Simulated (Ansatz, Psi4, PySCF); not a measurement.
System: hydrogen isocyanide, CHN, net charge 0, singlet state. SMILES: [NH+]#[C-]
Coordinates optimised at B3LYP-D3(BJ)/def2-TZVP (Ansatz, a program for electronic structure):
```
N
C 1 1.1640
H 1 0.9974 2 180.00
```
Charge 0, spin multiplicity 1.

Property: vertical triplet-singlet gap, E(triplet) - E(singlet), in eV. Conventions: each state is the SCF solution reached for its charge and spin; six Cartesian d functions in 6-31G* and its kin unless marked 5d; no dispersion term unless named; 6-311+G** with 5d; no spin-orbit coupling; open shells spin-unrestricted; non-relativistic; frozen cores in correlated levels. Ab initio and DFT rows: single points at B3LYP-D3(BJ) geometries (Ansatz). A UHF reference is markedly spin-contaminated in at least one set, which strains HF and MP2. Levels can end on unlike triplets.

```tsv
level	program	vertical triplet-singlet gap, E(triplet) - E(singlet) (eV)
HF/6-31G*	Ansatz	5.21
HF/6-311+G**	Ansatz	5.10
PBE/6-31G*	Ansatz	5.95
PBE/6-311+G**	Ansatz	5.78
B3LYP/STO-3G	Ansatz	6.57
B3LYP/3-21G	Ansatz	6.15
B3LYP/6-31G*	Ansatz	6.06
B3LYP/6-311+G**	Ansatz	5.92
M06-2X/6-31G* (5d)	PySCF	6.14
wB97X-D/6-31G*	Psi4	6.08
MP2/6-31G*	Ansatz	6.41
MP2/6-311+G**	Ansatz	6.28
PBE/def2-TZVPD	Ansatz	5.78
PBE0/def2-TZVPD	Ansatz	5.72
wB97M-V/def2-TZVPD	Ansatz	6.17
```

No value to compare with is used here. The 12 habitual levels span 5.10 (HF/6-311+G**) to 6.57 eV (B3LYP/STO-3G); PBE0/def2-TZVPD gives 5.72.

The levels are drawn from those run, B3LYP/6-31G* more often than the rest, none by its result; runs whose electronic state is in doubt are left out.
